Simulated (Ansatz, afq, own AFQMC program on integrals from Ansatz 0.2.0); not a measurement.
# Where AFQMC and coupled cluster stand for SiH$_{2}$O, triplet

```xyz
4

Si    0.0000    0.0000    0.6770
O     0.0000    0.0000   -1.3510
H     0.0000    1.3319    1.2902
H     0.0000   -1.3319    1.2902
```

Connectivity, by distances: SiH2–O.

Basis cc-pVDZ. Noble-gas cores (and the filled d shells of Ga–Kr and In–Xe) are frozen. Ansatz 0.2.0 and our own AFQMC program on the same integrals; the CISD trial comes from CCSD amplitudes, and released means the phaseless constraint is let go. Uncertainties: one standard error, sampling alone.

Determinant: UHF, the one that the program's search chose, which needn't be the lowest solution. The geometry is a point of a scan.

No full CI on the walks' own integrals is used here; CCSDT(Q) serves as the reference and is uncertain by about the last step of the cluster series.

Cautions: lower spins were not checked.

- T1 diagnostic: 0.0237
- weight of the determinant in the CISD state: 0.880
- ⟨S²⟩ of the determinant: 2.033
- size of the correlated space: 12 electrons in 36 orbitals

| level | correlation energy (eV) |
| --- | --- |
| MP2 | -6.2862 |
| CCSD | -7.2159 |
| CCSD(T) | -7.3997 |

Q: Estimate where phaseless AFQMC with a CISD trial lies against CCSD(T) on the same integrals.

A: 1.17 ± 0.36 kcal/mol below CCSD(T).

Reference: CCSDT(Q), correlation energy -7.458 eV. The released energy is read at 2.40 1/Eh (meV from the phaseless value at times in 1/Eh: 5 ± 16 at 0.24, -10 ± 13 at 0.51, 8 ± 16 at 0.99, -16 ± 23 at 1.62, -2 ± 30 at 2.40).

| level | E − E(reference) (kcal/mol) | share of correlation (%) |
| --- | --- | --- |
| CCSD(T) | 1.35 | 99.21 |
| CCSDT | 0.47 | 99.72 |
| ph-AFQMC/CISD | 0.18 ± 0.36 | 99.90 |
| released AFQMC | 0.14 ± 0.70 | 99.92 |

A walk keeps the symmetry of its determinant, which the program's search chose and which needn't be the lowest solution, so a lower state of the same spin and another symmetry isn't excluded. Released energies are given only where the last usable release times agree within the noise; a slower fall can still hide under it.
